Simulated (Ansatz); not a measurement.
Results of rVV10 (Ansatz, a quantum-chemistry and plane-wave program, PAW) for antiferromagnetic (type II) rock-salt MnS.

Input file:

Ansatz 0.2 input:
```yaml
crystal:
  lattice:
    - [5.1788803454, 2.5729688353, 2.5729688353]
    - [2.5729688353, 5.1788803454, 2.5729688353]
    - [2.5729688353, 2.5729688353, 5.1788803454]
  atoms:
    - { symbol: Mn, position: [0.0, 0.0, 0.0], spin: 5.0 }
    - { symbol: Mn, position: [0.5, 0.5, 0.5], spin: -5.0 }
    - { symbol: S, position: [0.25, 0.25, 0.25], spin: 0.0 }
    - { symbol: S, position: [0.75, 0.75, 0.75], spin: 0.0 }
basis:
  ecutwfc: 520
  ecutrho_ratio: 4
  xc_grid: 2
kpoints:
  mp_grid: { grid: [10, 10, 10] }
hamiltonian:
  xc: { exchange: rpw86, correlation: pbe }
  dispersion: rvv10
  pseudopotentials: { kind: paw }
scf:
  occupations: { method: fermi_dirac, width: 0.01 }
output:
  forces: true
  stress: true
  eigenvalues: true
magnetization:
  spin_polarized: true
relax:
  f_tol: 0.004
  escape_saddle: false
  max_steps: 80
  cell: { stress_tol: 0.02, fix: [volume] }
```

From the output:

```
Relaxation: its limit of steps is 80 (relax.max_steps)
Crystal: 4 atoms, lattice volume = 70.114 Å³
Basis set: ecut = 520 eV, 1889 PW (Γ), FFT grids on a1−a3, a2−a3, a3, exchange–correlation on 60×60×96 points (8 copies of the dense FFT grid, shifted against one another)
Bands: 32, of which v1, the nominal top of the filled ones, is band 21 counted from 1 (20 counted from 0)
Symmetry: 12 space group operations
Space group: R-3m (ITA 166), of the structure as read, at distance tolerance 4.1e-5 Å
k-points: 116 of 1000
Initial density: superposition of atomic densities (chi_scale 0.1, normalization cell, long waves kept (reshape's long-wave potential 0.00 eV rms))
Functional: x = rpw86, c = pbe(β = 0.06672455060314922) + rvv10(b = 6.3, C = 0.0093)
spin=Collinear: Resta preconditioning applied to the charge; magnetization (m = ρ↑ − ρ↓) channel mixes plain (no charge-response kernel on spin).
SCF 1 converged in 11 iterations: F = -9673.595180 eV  dr2 = 2.34e-10
Crystal: 4 atoms, lattice volume = 70.114 Å³
Initial density: handed on by an earlier stage of this run
spin=Collinear: Resta preconditioning applied to the charge; magnetization (m = ρ↑ − ρ↓) channel mixes plain (no charge-response kernel on spin).
SCF 2 converged in 5 iterations: F = -9673.595180 eV  dr2 = 2.15e-12
SCF converged after 5 iterations
Magnetization: 0.0000 μB (21.0000 up, 21.0000 down)
Free energy (F): -9673.595180 eV
Internal energy: -9673.595180 eV  (E = F + TS)
E sigma→0 (E₀):  -9673.595180 eV
Fermi energy:    10.450992 eV
--- Forces (eV/Å), atoms counted from 1 ---
  atom   1  Mn     0.00000000     0.00000000     0.00000000
  atom   2  Mn     0.00000000    -0.00000000    -0.00000000
  atom   3  S     -0.00000000    -0.00000000    -0.00000000
  atom   4  S      0.00000000     0.00000000     0.00000000
--- Stress (GPa, compression-positive) ---
       -1.485377       0.009902       0.009902
        0.009902      -1.485377       0.009902
        0.009902       0.009902      -1.485377
  P = ⅓ Tr σ = -1.4854 GPa (-14.854 kbar)
```

The cell is one volume of an energy–volume scan, off the minimum.

The PAW data were made under PBE.

It cost around 30 core-seconds (rough) of CPU time.
